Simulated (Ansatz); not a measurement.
CH3MgS, SMILES `C[S][Mg]` radical, one more setting.

```yaml
crystal:
  periodic: [false, false, false]
  atoms:
    - {symbol: C, position_ang: [-0.352870, 0.384951, -0.328249]}
    - {symbol: S, position_ang: [-0.345756, -1.166410, 0.632858]}
    - {symbol: Mg, position_ang: [1.886667, -1.396207, 1.242981]}
    - {symbol: H, position_ang: [-0.003217, 1.233108, 0.260649]}
    - {symbol: H, position_ang: [0.243390, 0.302442, -1.237046]}
    - {symbol: H, position_ang: [-1.386213, 0.578016, -0.617291]}
basis:
  gaussian: {orbitals: def2-TZVPP, fitting: {mean_field: cc-pVTZ-jkfit}}
total_charge: -1
hamiltonian: {xc: {name: revPBE}}
accuracy: high
```

```sh
$ ansatz run in.yaml --threads 2 --pin off --events-out ev --progress --plain --max-ram 22528MiB --backend cpu
```

It prints (some lines left out):

```
Functional definition: revPBE
Error: <dir> the basis set cc-pVTZ-JKFIT has no functions for Mg
```
